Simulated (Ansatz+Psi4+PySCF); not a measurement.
Two shapes of doublet CH₄(-).

Shape 1:

```xyz
5

C     0.0000    0.0000    0.0000
H    -0.1633   -0.3984    1.0010
H     1.0677    0.0091   -0.2175
H    -0.3905    1.0158   -0.0549
H    -0.5138   -0.6265   -0.7286
```

Shape 2:

```xyz
5

C    -0.0025    0.0194   -0.0041
H     0.6346    0.6162    0.6434
H    -0.6401   -0.6453    0.6334
H     0.6148   -0.6156   -0.6328
H    -0.6318    0.6152   -0.6150
```

Basis set: aug-cc-pVTZ (spherical functions). Left uncorrelated: 1 orbital. Correlation on ROHF uses semicanonical orbitals with singles. Charge -1, multiplicity 2.

Computed with Ansatz (development build ahead of 0.2.0) and Psi4 1.11; each method stands on the lowest determinant of its kind that the runs found.

**Question.** Which shape is lower in energy, and by how much in each method?

**Answer.**

```json
{"method": "ROHF", "E(2) − E(1) (eV)": "0.034"}
{"method": "UHF", "E(2) − E(1) (eV)": "0.034"}
{"method": "ROHF-MP2", "E(2) − E(1) (eV)": "0.034"}
{"method": "UHF-MP2", "E(2) − E(1) (eV)": "0.034"}
```

Shape 1 is lower.
